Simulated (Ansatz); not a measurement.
Ansatz (a first-principles code) input (HF/3-21G): The .json file is the Basis Set Exchange's 3-21G.

Ansatz 0.2 input:
```yaml
crystal:
  periodic: [false, false, false]
  atoms:
    - {symbol: C, position_ang: [-0.00000000, -0.00000000, -0.51434199]}
    - {symbol: O, position_ang: [0.00000000, 0.00000000, 0.58709802]}
    - {symbol: H, position_ang: [-0.00000000, -0.00000000, -1.61073223]}
basis:
  gaussian:
    orbitals: 3-21G.json
hamiltonian:
  xc: {name: HF}
total_charge: 1
relax: {f_tol: 0.003, max_steps: 120}
```

Q: Predict the final energy.

A: -112.32112 Eh.
